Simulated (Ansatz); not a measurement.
# AlN2+ (quintet): the correlation ladder, cc-pVTZ

How much of the correlation energy of AlN2+ (quintet) does each wave-function method recover here?

The runs use Ansatz 0.2.0, Gaussian basis; cc-pVTZ, core rule «outside noble gas», up to 7 orbitals frozen.

To be run: UHF; CCSD(T) on ROHF; CCSD(T) on UHF; BCCD(T) on ROHF; CCSDT(Q) on ROHF; CCSDT(Q) on UHF; CASSCF and NEVPT2, 12 electrons in 12 orbitals.

6 further runs of the same task are left out: 1 for a known fault of the program, 5 set aside as unsound or not needed.

## Step 1: What is computed

The geometry is a PBE0/def2-TZVP stationary point (not a proven minimum) of the parent state, kept for this charge and spin.

3 atoms, charge 1, spin multiplicity 5.

Atoms are counted from 1 here; the program's logs count them from 0.

Bond lengths: Al1–N2 1.785 Å, N2–N3 1.137 Å. Angles: Al1–N2–N3 180.0°.

## Step 2: UHF

Contents of in.yaml:

```yaml
crystal:
  periodic: [false, false, false]
  atoms:
    - {symbol: Al, position_ang: [0.000000, 0.000000, 1.569200]}
    - {symbol: N, position_ang: [0.000000, 0.000000, -0.216000]}
    - {symbol: N, position_ang: [0.000000, 0.000000, -1.353200]}
basis:
  gaussian: {orbitals: cc-pVTZ}
total_charge: 1
magnetization: {spin_polarized: true, initial_magnetization: 4}
hamiltonian: {xc: hf}
output: {orbitals: {seedname: orbitals}}
```

Started as:

```
$ ansatz run in.yaml --threads 1 --pin off --events-out ev --progress --plain --max-ram 4096MiB --backend cpu
```

After this run come: CCSD(T) on ROHF; CCSD(T) on UHF; BCCD(T) on ROHF; CCSDT(Q) on ROHF; CCSDT(Q) on UHF; CASSCF and NEVPT2, 12 electrons in 12 orbitals.

Before running them: what should the planned runs give, taken together? Wanted: RCCSDT(Q) below the RHF energy; RMP2 from RCCSDT(Q); UMP2 from RCCSDT(Q); RCCSD from RCCSDT(Q); RCCSD(T) from RCCSDT(Q); UCCSD(T) from RCCSDT(Q); UCCSDT(Q) from RCCSDT(Q); NEVPT2 valence from RCCSDT(Q); T1 diagnostic.

As calculated:

```
                         quantity              value
   RCCSDT(Q) below the RHF energy        -10.7239 eV
              RMP2 from RCCSDT(Q)         +901.0 meV
              UMP2 from RCCSDT(Q)        +1034.5 meV
             RCCSD from RCCSDT(Q)         +591.5 meV
          RCCSD(T) from RCCSDT(Q)          +67.9 meV
          UCCSD(T) from RCCSDT(Q)          +75.0 meV
         UCCSDT(Q) from RCCSDT(Q)           -8.8 meV
    NEVPT2 valence from RCCSDT(Q)        +1662.9 meV
levels within 1 kcal/mol (43 meV)  UCCSDT, UCCSDT(Q)
                    T1 diagnostic              0.056
   effectively unpaired electrons               4.06
```

RCCSD(T) misses by +67.9 meV, 0.6 % of the correlation energy. The occupations are near whole numbers, but T1 = 0.056 shows that the orbitals relax strongly. Coupled cluster took another determinant than the lowest Hartree-Fock one. These misses are within one basis, not against nature; the frozen cores of restricted and unrestricted runs differ, which can shift their rows.
